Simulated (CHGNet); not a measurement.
**bcc Mo**

Level of theory: the machine-learned potential CHGNet-r²SCAN (trained on r²SCAN data).

Cell: relaxed at this level.

| Property | Result |
|---|---|
| lattice parameter a | 3.154 Å |
| volume per atom | 15.69 Å³/atom |
| vacancy formation energy | 1.11 eV |

Measured, for comparison: lattice constant a 3.141 Å, equilibrium volume per atom 15.49 Å³/atom (static lattice: zero-point anharmonic expansion removed; as tabulated in Mejia-Rodriguez and Trickey (2018), arXiv:1807.09216); vacancy formation energy 3.12 ± 0.1 eV (midpoint of the printed range, monovacancy, our sources range from 3.12 to 3.60; as tabulated in Byggmästar et al. (2020), arXiv:2006.14365). Computed (rounded) less measured: lattice constant a +0.4 %, equilibrium volume per atom +1.3 %, vacancy formation energy not scored (sources differ).

A machine-learned potential is trained on density-functional data: it inherits that level's misses and adds fitting errors of its own.
